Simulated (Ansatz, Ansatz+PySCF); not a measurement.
```xyz
2

C     0.0000    0.0000   -0.1508
H     0.0000    0.0000    0.9046
```

RHF-MP2 on singlet CH(+) was run in several spherical basis sets with Ansatz (development build ahead of 0.2.0). Frozen core: 1 orbital. Caution for RHF-MP2: an unrestricted determinant lies well below; in another basis set an unrestricted determinant lies well below.

Task: Rank the basis sets by the total energy that they give, lowest first, with the distance from the lowest.
A. def2-TZVP
B. cc-pVDZ
C. 6-31G(d)
D. def2-SVP
E. cc-pVTZ

Result: E (0.00 eV), A (0.08 eV), B (0.67 eV), C (0.88 eV), D (1.79 eV).

Totals follow the description of the cores as much as that of the bonds, so this order isn't one of quality for chemistry.
